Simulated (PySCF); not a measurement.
C₃H₅NO.
Atom-mapped SMILES: `[CH2:1]=[CH:2][C:3]([NH2:4])=[O:5]` (hydrogens: H6, H7 on C1; H8 on C2; H9, H10 on N4)

Computed geometry: GFN2-xTB, gas phase.

(1) What internal coordinates does the optimisation give?

## Answers

(1) 
```csv
bond,length (Å),order
C1=C2,1.324,double
C2–C3,1.486,single
C3–N4,1.358,single
C3=O5,1.213,double
C1–H6,1.078,single
C1–H7,1.077,single
C2–H8,1.081,single
"N4–H9, N4–H10",1.005,single
```

Bonds in one row agree within 0.01 Å and their mean is given. Orders are formal, as drawn. A selection of angles:
```csv
angle,degrees
C2–C1–H6,119.7
C2–C1–H7,122.8
H6–C1–H7,117.5
C1–C2–C3,120.9
C1–C2–H8,122.1
C3–C2–H8,117.0
C2–C3–N4,114.2
C2–C3–O5,123.9
N4–C3–O5,121.9
C3–N4–H9,122.6
C3–N4–H10,118.6
H9–N4–H10,118.7
```

Torsions: C1–C2–C3–N4 180° (antiperiplanar).

Of the pairs four or more bonds apart, O5···H6 is among the closest relative to their van der Waals radii: 2.55 Å, 94 % of the sum of Bondi's values. The 2 C–C bonds span 1.324 Å (C1=C2, drawn double) to 1.486 Å (C2–C3, drawn single), a spread of 0.162 Å. N4 (amide nitrogen) is planar (angles 122.6°, 118.7° and 118.6°, sum 360.0°, 0.00 Å off the plane of its three neighbours). The 5 heavy atoms lie in one plane (0.001 Å rms).

Point group: Cs (tolerance 0.08 Å). No frequency check. One conformer, not necessarily the lowest.
